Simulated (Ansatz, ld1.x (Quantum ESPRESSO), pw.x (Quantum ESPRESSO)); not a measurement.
From atom to crystal: TM potential for niobium (Nb)

```json
{
 "Element": "niobium",
 "Generator": "ld1.x (Quantum ESPRESSO) 7.5",
 "Type": "norm-conserving Troullier–Martins (Kleinman–Bylander form)",
 "Functional": "PBE",
 "Relativity": "scalar-relativistic",
 "Frozen core": "[Kr]",
 "Valence charge": "5",
 "Reference configuration": "4d4 5s1 5p0",
 "Partial waves": "5s (bound): rc 3.12 bohr; 5p (bound, empty): rc 3.40 bohr; 4d (bound): rc 2.05 bohr; 4f channel at 0.4 Ry: rc 3.10 bohr",
 "Local potential": "all-electron potential smoothed inside 2.30 bohr (lloc = -2)",
 "Core correction": "none"
}
```

Atomic tests: cutoffs needed: 35 Ry and 40 Ry (the cutoffs (Ry, on a coarse ladder) from which the occupation-weighted sum of valence levels, in a spherical-Bessel basis at the reference potential, stays within 10 and 1 mRy of its value at 400 Ry); ghost test: no extra level below or beside the all-electron valence levels (s, p, d, f tested) (spherical-Bessel basis up to 400 Ry, 20 bohr box); largest excitation error: +108 meV (all-electron minus pseudo) for 4d2 5s0 5p0, out of 7 test configurations.

Crystal test: bcc Nb in pw.x 7.5, no spin, 14³ k-points, Fermi–Dirac smearing 0.01 Ry, cutoffs 50/200 Ry. The reference is all-electron LAPW (Ansatz 0.2.0) with the same functional, mesh and smearing; V0 and B0 come from Birch–Murnaghan fits to the pressures at five volumes. Errors are pseudo minus all-electron; Δ is the rms difference of the E(V) curves that follow from these fits, minima aligned, over ±6 % about the mean V0. Mesh and smearing are coarse, so the numbers serve the comparison and aren't converged zero-temperature values; the lattice is a test structure that the element need not adopt.

```csv
V (Å³/atom),P all-electron (GPa),P pseudo (GPa)
17.270,9.63,5.20
17.725,4.62,0.87
18.179,0.16,-3.00
18.633,-3.83,-6.47
19.088,-7.38,-9.57
```

All-electron: a0 = 3.314 Å (V0 = 18.20 Å³/atom), B0 = 167.9 GPa.

Pseudopotential: mean pressure error (GPa): -3.23; a0 (Å): 3.291; a0 error (%): -0.69; B0 error (%): -6.8; Δ (meV/atom): 13.5. The largest radius (3.40 bohr) exceeds half the bond length (2.71 bohr), so the spheres overlap, which is one possible source of error among others. This is a poor potential for the solid. The logarithmic derivative shows an extra or strongly shifted pseudo pole above the reference energy (s near 0.92 Ry).

**Question.** At the middle volume, how do free energy and pressure move when the wave cutoff is lowered (ecutrho kept at four times it)?

**Answer.**

```tsv
cutoff (Ry)	shift of F (meV/atom)	shift of P (GPa)
22	+1383.6	-37.42
30	+152.9	-7.86
40	+3.2	-0.38
```

The run at the middle volume (104 k-points, 9 iterations) took about 7.8 s on one core of a shared host (Neoverse-V1, 32 threads, 247 GiB, load 18).
